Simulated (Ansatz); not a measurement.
A nudged elastic band was laid between two geometries of BH$_{8}$NSi (11 atoms, charge 0, multiplicity 1).

Computed with RKS B3LYP/def2-SVP (Ansatz).

```json
{
  "movable images": "7",
  "climbing image": "yes",
  "spring": "5.0 eV/Å²",
  "optimiser": "quadratic models (default)",
  "start path": "through a guess of the saddle point",
  "force threshold": "0.05 eV/Å",
  "iteration limit": "60",
  "end points": "relaxed"
}
```

Initial state:

```xyz
11
Properties=species:S:1:pos:R:3
B 0.436 1.393 0.072
N 0.355 -0.188 0.608
Si -0.659 -1.211 -0.503
H -0.723 1.785 0.054
H 1.134 1.983 0.883
H 0.938 1.328 -1.043
H 1.312 -0.545 0.683
H -0.018 -0.180 1.562
H -2.021 -0.634 -0.503
H -0.007 -1.187 -1.832
H -0.683 -2.601 0.039
```

Final state:

```xyz
11
Properties=species:S:1:pos:R:3
B 0.180 1.410 0.338
N 0.613 -0.205 0.338
Si -0.601 -1.216 -0.564
H -0.919 1.447 0.875
H 1.049 1.984 0.977
H 0.150 1.736 -0.841
H 1.550 -0.280 -0.070
H 0.708 -0.505 1.313
H -0.639 -0.711 -1.955
H -0.134 -2.632 -0.537
H -1.892 -1.084 0.147
```

**Question.** Which bonds break or form, and what moves?

**Answer.** No bond is made or broken. The dihedral B1–N2–Si3–H9 goes from -61 to 60°. The two ends are copies of one structure, up to a mirror image or an exchange of like atoms.

**Question.** What energy profile does the band end with?

**Answer.** The forces met the threshold. The highest image is number 4 of 0 to 8, 0.057 eV above the ends, which have the same energy within 2 meV. A vibrational analysis at the climbing image gives one clearly imaginary mode, 143i cm⁻¹: a first-order saddle point.

| image | path coordinate (Å) | energy (eV) | dihedral B1–N2–Si3–H9 (°) |
| --- | --- | --- | --- |
| 0 | 0.00 | 0.000 | -61 |
| 1 | 0.58 | -0.002 | -51 |
| 2 | 1.15 | 0.011 | -35 |
| 3 | 1.72 | 0.042 | -18 |
| 4 | 2.30 | 0.057 | 0 |
| 5 | 2.87 | 0.042 | 17 |
| 6 | 3.44 | 0.011 | 35 |
| 7 | 4.01 | -0.002 | 51 |
| 8 | 4.58 | 0.000 | 60 |

**Question.** What is the geometry of the highest image?

**Answer.** 
```xyz
11
Properties=species:S:1:pos:R:3:forces:R:3
B 0.266 1.432 0.243 0.00 -0.01 0.00
N 0.521 -0.209 0.453 -0.01 0.00 0.00
Si -0.617 -1.219 -0.557 0.00 0.01 0.00
H -0.897 1.616 0.581 0.00 0.00 0.00
H 1.080 1.990 0.963 0.00 0.00 0.00
H 0.449 1.629 -0.951 0.00 0.00 0.00
H 1.500 -0.402 0.224 0.00 0.00 0.00
H 0.422 -0.413 1.451 0.00 0.00 0.00
H -1.515 -0.343 -1.336 0.00 0.00 0.00
H 0.233 -2.060 -1.441 0.00 0.00 0.00
H -1.376 -2.078 0.391 0.00 0.00 0.00
```

**Question.** What are the harmonic wavenumbers there?

**Answer.** 143i, 219, 227, 578, 583, 655, 684, 708, 891, 949, 953, 953, 961, 1102, 1107, 1163, 1168, 1180, 1581, 2246, 2254, 2313, 2415, 2477, 2494, 3477, 3541 cm⁻¹.

Time of the run: 2.8 min on 1 thread of Arm Neoverse V1 (shared host), peak memory 0.16 GiB.
